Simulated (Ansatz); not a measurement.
`CC=C1C=CC=C1`, charge 0, multiplicity 1.

Problem. Give a relaxed structure at PBE0-D4/def2-TZVP (the Gaussian-basis code of Ansatz). (Estimate.)

Solution. Computed: 
Z-matrix (Å, degrees):
```
C
C 1 1.482
H 1 1.095 2 110.4
H 1 1.095 2 110.4 3 -117.2
H 1 1.089 2 112.5 3 121.4
C 2 1.342 1 126.5 3 -121.5
H 2 1.088 1 116.2 3 58.5
C 6 1.462 2 125.1 1 180.0
C 6 1.461 2 128.6 1 -0.0
C 8 1.348 6 108.0 2 180.0
H 8 1.081 6 124.4 2 -0.0
C 9 1.349 6 107.7 2 -180.0
H 9 1.080 6 125.6 2 0.0
H 10 1.082 8 126.5 6 180.0
H 12 1.082 9 126.1 6 180.0
```
Point group Cs.
This is one stationary point; other conformers may exist.
